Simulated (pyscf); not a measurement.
A first-order saddle from PySCF, ωB97X-D3(BJ)/def2-SVP:

```
Ga
H 1 1.5357
H 1 1.6744 2 118.63
H 3 1.1090 1 74.46 2 -88.93
H 3 1.1095 4 148.87 1 -4.07
Cl 1 2.1423 2 129.23 4 -138.80
```
Charge 0, spin multiplicity 1.

Surface: singlet, charge 0. Lowest wavenumbers (cm⁻¹): 1605i, 364, 440, 514, 616.

Q: What reaction is this the transition state of?

A: `[Cl][GaH2]` + `[H][H]` <-> `[Cl][GaH2]` + `[H][H]`, a four-centre exchange read from left to right: Ga–H, H–H broken and Ga–H, H–H formed. At ωB97M-D3(BJ)/def2-TZVP it lies +142.3 kJ/mol from the left side and +142.3 kJ/mol from the right (each side as separated species at their lowest minima found). At the saddle there is also a short Ga–H contact that neither side keeps. This is the saddle that the search found; another between the same sides may lie lower. Elements up to Kr have no core potential and no relativistic terms here.
